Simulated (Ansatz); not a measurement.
# triplet SiNH4F: levels of theory compared

Wanted: a comparison of 6 runs (UB3LYP/6-31G*, UB2PLYP/aug-cc-pVDZ, UCAM-B3LYP/aug-cc-pVDZ, UPBE-QIDH/aug-cc-pVDZ, UCCSD/aug-cc-pVDZ, UCCSD(T)/aug-cc-pVDZ) of triplet SiNH4F. 

Program for the calculation: Ansatz 0.2.0.

67 further runs of the same task are left out: 67 set aside as unsound or not needed.

**1. The structure to begin with**

SiNH4F has 7 atoms, charge 0, and is taken as a triplet. SMILES of the parent species: `N[SiH2]F`. The shape is that of a PBE0-D4/def2-TZVP optimisation. This is one conformer, not always the lowest. That shape belongs to the parent species and isn't relaxed for this state.

Bond lengths: N1–Si2 1.696 Å, Si2–F3 1.605 Å, N1–H4 1.006 Å, N1–H5 1.006 Å, Si2–H6 1.479 Å, Si2–H7 1.479 Å. Angles: N1–Si2–F3 114.6°, N1–Si2–H6 108.3°, N1–Si2–H7 108.3°, F3–Si2–H6 105.8°, F3–Si2–H7 105.8°, Si2–N1–H4 122.0°, Si2–N1–H5 122.0°, H6–Si2–H7 114.0°, H4–N1–H5 111.8°.

**2. A single-point energy at UB3LYP/6-31G(d) (spherical functions) (run 1)**

input.yaml

```yaml
crystal:
  periodic: [false, false, false]
  atoms:
    - {symbol: "N", position_ang: [-0.761500, 0.339000, -0.625200]}
    - {symbol: Si, position_ang: [0.531100, -0.115700, 0.373400]}
    - {symbol: F, position_ang: [0.515100, -1.653900, 0.829800]}
    - {symbol: H, position_ang: [-0.786600, 0.105100, -1.603600]}
    - {symbol: H, position_ang: [-1.682200, 0.513500, -0.258400]}
    - {symbol: H, position_ang: [0.455900, 0.676200, 1.620700]}
    - {symbol: H, position_ang: [1.789400, 0.068000, -0.382300]}
basis:
  gaussian:
    orbitals: 6-31G_st_-spherical.json
magnetization:
  spin_polarized: true
  initial_magnetization: 2
hamiltonian:
  xc: {name: B3LYP}
accuracy: high
output: {orbitals: {seedname: orbitals}}
```

The basis set 6-31G* is read from a file made from the Basis Set Exchange's data (not shown).

The run is started by

```console
$ ansatz run input.yaml --threads 1 --pin off --max-ram 3480MiB --events-out events.jsonl --progress --plain --runs-dir runs
```

What it wrote:

```text
Warning: RAYON_NUM_THREADS=1 ignored (pool sized by the plan → 1); use --threads N
Functional definition: B3LYP
  name "B3LYP"
  parameter a0 = 0.2
  parameter ax = 0.72
  parameter ac = 0.81
  exchange = (1 - a0 - ax)*slater_x + ax*b88_x + a0*exact_x
  correlation = (1 - ac)*vwn_rpa_c + ac*lyp_c
1206 factors; integrals over basis functions are off by at most 3.5e-9 eV
mean field evaluation 1: about -12133.9839 eV, gradient 4.5e1 eV
mean field evaluation 2: about -12098.0310 eV, gradient 8.7e1 eV
mean field evaluation 4: about -12140.7219 eV, gradient 2.7e1 eV
mean field evaluation 8: about -12144.5475 eV, gradient 6.6e-1 eV
mean field evaluation 16: about -12144.7385 eV, gradient 1.5e-2 eV
mean field evaluation 32: about -12144.7385 eV, gradient 4.8e-8 eV
mean field -12144.73852434 eV, -446.3109087701 hartree, gradient 4.7e-8 eV, S^2 2.002506; 2 other end points of the search recorded, 0 dependent functions left out
reference -12144.73856246 eV, -446.3109101709 hartree; 18, 16 occupied and 36, 38 virtual orbitals, 1206 factors
Total energy: -12144.73856246 eV, -446.3109101709 hartree
```

It took 5.1 s on 1 thread of Intel Xeon 6975P-C (Granite Rapids), shared host; peak memory 0.23 GiB.

**3. A single-point energy at UB2PLYP/aug-cc-pVDZ (run 2)**

run.yaml

```yaml
crystal:
  periodic: [false, false, false]
  atoms:
    - {symbol: N, position_ang: [-0.761500, 0.339000, -0.625200]}
    - {symbol: Si, position_ang: [0.531100, -0.115700, 0.373400]}
    - {symbol: F, position_ang: [0.515100, -1.653900, 0.829800]}
    - {symbol: H, position_ang: [-0.786600, 0.105100, -1.603600]}
    - {symbol: H, position_ang: [-1.682200, 0.513500, -0.258400]}
    - {symbol: H, position_ang: [0.455900, 0.676200, 1.620700]}
    - {symbol: H, position_ang: [1.789400, 0.068000, -0.382300]}
basis:
  gaussian:
    orbitals: aug-cc-pVDZ
magnetization:
  spin_polarized: true
  initial_magnetization: 2
hamiltonian:
  xc: {name: B2PLYP}
correlation:
  frozen_orbitals: {F: 1, H: 0, "N": 1, Si: 5}
accuracy: high
output:
  orbitals: {seedname: orbitals}
```

The run is started by

```console
$ ansatz run run.yaml --threads 1 --pin off --max-ram 3480MiB --events-out events.jsonl --progress --plain --runs-dir runs
```

What it wrote (excerpt; [...] marks lines left out):

```text
Warning: RAYON_NUM_THREADS=1 ignored (pool sized by the plan → 1); use --threads N
Functional definition: B2PLYP
  name "B2PLYP"
[...]
2219 factors; integrals over basis functions are off by at most 3.5e-9 eV
[...]
mean field -12135.28227359 eV, -445.9633979647 hartree, gradient 5.3e-8 eV, S^2 2.004300; 4 other end points of the search recorded, 0 dependent functions left out
7 core orbitals not correlated: weight in the atoms' cores, before any rotation towards them, 1.000 or more for the frozen orbitals, at most 0.000 for the correlated occupied ones
reference -12135.28229790 eV, -445.9633988580 hartree; 11, 9 occupied and 91, 93 virtual orbitals, 2219 factors
second order -15.11263337 eV of doubles, -0.00000000 eV of singles
Total energy: -12139.36270891 eV, -446.1133511967 hartree
```

Wall time 17 s (1 thread of Intel Xeon 6975P-C (Granite Rapids), shared host); peak memory 0.63 GiB.

Runs 3 to 4 aren't shown in full; the table further down has their settings and results.

**4. The energy at UCCSD/aug-cc-pVDZ (run 5)**

run.yaml

```yaml
basis:
  gaussian: {orbitals: aug-cc-pVDZ}
crystal:
  periodic: [false, false, false]
  atoms:
    - {symbol: "N", position_ang: [-0.761500, 0.339000, -0.625200]}
    - {symbol: Si, position_ang: [0.531100, -0.115700, 0.373400]}
    - {symbol: F, position_ang: [0.515100, -1.653900, 0.829800]}
    - {symbol: H, position_ang: [-0.786600, 0.105100, -1.603600]}
    - {symbol: H, position_ang: [-1.682200, 0.513500, -0.258400]}
    - {symbol: H, position_ang: [0.455900, 0.676200, 1.620700]}
    - {symbol: H, position_ang: [1.789400, 0.068000, -0.382300]}
accuracy: high
correlation: {method: ccsd, frozen_orbitals: {F: 1, H: 0, "N": 1, Si: 5}}
magnetization: {spin_polarized: true, initial_magnetization: 2}
scf: {omitted_lower_state_checks: [cluster_reference, increment]}
```

The run is started by

```console
$ ansatz run run.yaml --threads 1 --pin off --max-ram 3480MiB --events-out events.jsonl --progress --plain --runs-dir runs
```

What it wrote:

```text
Warning: RAYON_NUM_THREADS=1 ignored (pool sized by the plan → 1); use --threads N
[... 17 lines left out ...]
7 core orbitals not correlated: weight in the atoms' cores, before any rotation towards them, 1.000 or more for the frozen orbitals, at most 0.000 for the correlated occupied ones
[... 32 lines left out ...]
Total energy: -12123.96306500 eV, -445.5474247214 hartree
Checks for a lower state left out: cluster_reference, increment
```

Run time: 58 s. Hardware: 1 thread of Intel Xeon 6975P-C (Granite Rapids), shared host; peak memory 1.9 GiB.

**5. A single-point energy at UCCSD(T)/aug-cc-pVDZ (run 6)**

molecule.yaml

```yaml
crystal:
  periodic: [false, false, false]
  atoms:
    - {symbol: N, position_ang: [-0.761500, 0.339000, -0.625200]}
    - {symbol: Si, position_ang: [0.531100, -0.115700, 0.373400]}
    - {symbol: F, position_ang: [0.515100, -1.653900, 0.829800]}
    - {symbol: H, position_ang: [-0.786600, 0.105100, -1.603600]}
    - {symbol: H, position_ang: [-1.682200, 0.513500, -0.258400]}
    - {symbol: H, position_ang: [0.455900, 0.676200, 1.620700]}
    - {symbol: H, position_ang: [1.789400, 0.068000, -0.382300]}
basis:
  gaussian: {orbitals: aug-cc-pVDZ}
magnetization: {spin_polarized: true, initial_magnetization: 2}
correlation: {method: ccsd_t, frozen_orbitals: {F: 1, H: 0, "N": 1, Si: 5}}
accuracy: high
scf: {omitted_lower_state_checks: [cluster_reference, increment]}
```

The run is started by

```console
$ ansatz run molecule.yaml --threads 1 --pin off --max-ram 3480MiB --events-out events.jsonl --progress --plain --runs-dir runs
```

What it wrote:

```text
Warning: RAYON_NUM_THREADS=1 ignored (pool sized by the plan → 1); use --threads N
[... 17 lines left out ...]
7 core orbitals not correlated: weight in the atoms' cores, before any rotation towards them, 1.000 or more for the frozen orbitals, at most 0.000 for the correlated occupied ones
[... 33 lines left out ...]
Total energy: -12124.29819515 eV, -445.5597405272 hartree
Checks for a lower state left out: cluster_reference, increment
```

Wall time 71 s (1 thread of Intel Xeon 6975P-C (Granite Rapids), shared host); peak memory 1.9 GiB.

**6. All runs side by side**

```csv
run,level,frozen core orbitals,energy (Eh),HOMO energy (eV),⟨S²⟩,wall time
1,UB3LYP/6-31G* (spherical functions),–,-446.310910,-1.35,2.003,5.1 s
2,UB2PLYP/aug-cc-pVDZ,7,-446.113351,-3.27,2.004,17 s
3,UCAM-B3LYP/aug-cc-pVDZ,–,-446.315997,-3.67,2.003,13 s
4,UPBE-QIDH/aug-cc-pVDZ,7,-445.939584,-3.67,2.005,18 s
5,UCCSD/aug-cc-pVDZ,7,-445.547425,–,2.008,58 s
6,UCCSD(T)/aug-cc-pVDZ,7,-445.559741,–,2.008,71 s
```

**7. Summary of results**

| quantity | value |
| --- | --- |
| run 6: total energy | -445.55974 Eh |
| run 6: correlation energy (7 core orbitals frozen) | -503.6 mEh |
| run 6: (T) correction | -12.32 mEh |
| run 6: ⟨S²⟩ of the reference determinant | 2.008 |
| run 6: T1 diagnostic | 0.024 |

What this shows: Totals of different functionals can't be ranked against each other. All runs together took 3 min, the longest 71 s.
